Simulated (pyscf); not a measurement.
PySCF, gas phase, ωB97X-D3(BJ)/def2-SVP geometries.

Problem. What is the homolytic dissociation enthalpy (298 K, ωB97M-D3(BJ)/def2-TZVP) of the C–C bond of `[CH]#[C][CH]=[CH][C]#[CH]`, to •C≡CH + •HC=CH–C≡CH?

Solution. C–C to •C≡CH + •HC=CH–C≡CH: 143.6 kcal/mol. The 7 functionals that were run give +137.0 (r²SCAN) to +144.1 kcal/mol (ωB97X-D3(BJ)). The radicals are drawn with the spin at the cut bond; how far it spreads was not checked. HC≡C–CH=CH–C≡CH lies 15.8 kcal/mol over its isomer cyclic C₆H₄ (SMILES C1=C=CC=CC=1), and others may lie lower still (electronic energy, ωB97M-D3(BJ)). •HC=CH–C≡CH lies 12.5 kcal/mol over its isomer •HC=C=C=CH₂, and others may lie lower still (electronic energy, ωB97M-D3(BJ)). C₂H has a Π state close over its Σ ground state, and the state reached was not checked.
